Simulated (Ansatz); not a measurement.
Ansatz (a program for electronic structure) input file for LiF, SMILES [F][Li], PBE-D3(BJ)/def2-TZVPD. 

Ansatz 0.2 input:
```yaml
crystal:
  periodic: [false, false, false]
  atoms:
    - {symbol: Li, position_ang: [0.00000000, 0.00000000, -1.17596896]}
    - {symbol: F, position_ang: [0.00000000, 0.00000000, 0.39198965]}
basis:
  gaussian:
    orbitals: def2-TZVPD
hamiltonian:
  xc: pbe
  dispersion: d3bj
relax: {f_tol: 0.002, max_steps: 200}
```

Output:

```
WARN ansatz: RAYON_NUM_THREADS=1 ignored (pool sized by the plan → 1); use --threads N
Functional definition: PBE
integrals: 0.01 GiB planned
362 factors; their error is unknown
mean field: 0.09 GiB planned
mean field evaluation 1: about -2916.6540 eV, gradient 5.4e1 eV
mean field evaluation 2: about -2724.1192 eV, gradient 2.4e2 eV
mean field evaluation 4: about -2921.1568 eV, gradient 4.8e0 eV
mean field evaluation 8: about -2921.1935 eV, gradient 6.3e-2 eV
mean field -2921.19352949 eV, -107.3518821526 hartree, gradient 1.8e-5 eV, S^2 0.000000; 0 other end points of the search recorded, 0 dependent functions left out
the calculation of the forces begins
reference -2921.19356392 eV, -107.3518834178 hartree; 6, 6 occupied and 51, 51 virtual orbitals, 362 factors
relax step   1: F+E_penalty+E_count = -2921.19988749 eV  Δ(F+E_penalty+E_count) = +0.000e0 eV  max|allowed force component| = 2.049e-1 eV/Å  Δτ_max = 0.0000 Å  (24 SCF iters, accepted)
these checks for a lower state are left out or cut short: starts, cluster_reference, orbital_swaps, neighbouring_geometries, increment
integrals: 0.01 GiB planned
362 factors; their error is unknown
mean field: 0.09 GiB planned
mean field evaluation 16: about -2921.1943 eV, gradient 1.7e-4 eV
mean field -2921.19441830 eV, -107.3519148157 hartree, gradient 1.3e-5 eV, S^2 0.000000; 0 other end points of the search recorded, 0 dependent functions left out
the calculation of the forces begins
reference -2921.19445276 eV, -107.3519160822 hartree; 6, 6 occupied and 51, 51 virtual orbitals, 362 factors
relax step   2: F+E_penalty+E_count = -2921.20077577 eV  Δ(F+E_penalty+E_count) = -8.883e-4 eV  max|allowed force component| = 1.217e-1 eV/Å  Δτ_max = 0.0027 Å  (22 SCF iters, accepted)
these checks for a lower state are left out or cut short: starts, cluster_reference, orbital_swaps, neighbouring_geometries, increment
integrals: 0.01 GiB planned
362 factors; their error is unknown
mean field: 0.09 GiB planned
mean field -2921.19491698 eV, -107.3519331420 hartree, gradient 1.4e-5 eV, S^2 0.000000; 0 other end points of the search recorded, 0 dependent functions left out
the calculation of the forces begins
reference -2921.19495150 eV, -107.3519344105 hartree; 6, 6 occupied and 51, 51 virtual orbitals, 362 factors
relax step   3: F+E_penalty+E_count = -2921.20127366 eV  Δ(F+E_penalty+E_count) = -4.979e-4 eV  max|allowed force component| = 3.025e-3 eV/Å  Δτ_max = 0.0040 Å  (22 SCF iters, accepted)
these checks for a lower state are left out or cut short: starts, cluster_reference, orbital_swaps, neighbouring_geometries, increment
integrals: 0.01 GiB planned
362 factors; their error is unknown
mean field: 0.09 GiB planned
mean field -2921.19491732 eV, -107.3519331544 hartree, gradient 3.7e-6 eV, S^2 0.000000; 0 other end points of the search recorded, 0 dependent functions left out
the calculation of the forces begins
reference -2921.19495184 eV, -107.3519344229 hartree; 6, 6 occupied and 51, 51 virtual orbitals, 362 factors
relax step   4: F+E_penalty+E_count = -2921.20127397 eV  Δ(F+E_penalty+E_count) = -3.159e-7 eV  max|allowed force component| = 2.291e-5 eV/Å  Δτ_max = 0.0001 Å  (16 SCF iters, accepted)
integrals: 0.01 GiB planned
362 factors; their error is unknown
mean field: 0.09 GiB planned
mean field evaluation 32: about -2921.1948 eV, gradient 1.8e-2 eV
mean field -2921.19491732 eV, -107.3519331544 hartree, gradient 6.4e-6 eV, S^2 0.000000; 1 other end points of the search recorded, 0 dependent functions left out
the calculation of the forces begins
reference -2921.19495184 eV, -107.3519344229 hartree; 6, 6 occupied and 51, 51 virtual orbitals, 362 factors
Total energy: -2921.20130849 eV, -107.3521680258 hartree
Atom 0 at    -0.000000     0.000000    -1.182816 Å, force    -0.000000    -0.000000    -0.000023 eV/Å
Atom 1 at     0.000000    -0.000000     0.398837 Å, force     0.000000     0.000000     0.000023 eV/Å
Dipole moment:     0.000000     0.000000    -1.288159 e Å
```

The run converged.
